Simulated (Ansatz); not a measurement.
We consider hcp Ru, described by PBEsol (Ansatz, an electronic-structure program, plane waves, PAW).

A relaxed, unreconstructed slab of the (11-20) face has 20 atoms, two equal faces of 19.806 Å² each and an energy of -116320.5506 eV. A bulk cell of 4 atoms with the same orientation and in-plane k mesh has -23266.0225 eV. Energies are extrapolated to zero smearing.

Settings: plane-wave cutoff 500 eV, 14×12×1 k mesh (along the axes of the cell as run), Fermi–Dirac smearing 0.1 eV, scalar-relativistic PAW data made under PBE.

Worked out: γ = (E_slab − N E_bulk per atom)/2A = [-116320.5506 − 20 × (-23266.0225/4)]/(2 × 19.806) = 0.2414 eV/Å². With 16.022 J/m² per eV/Å² this is 3.87 J/m², or 4.78 eV per surface cell and face.
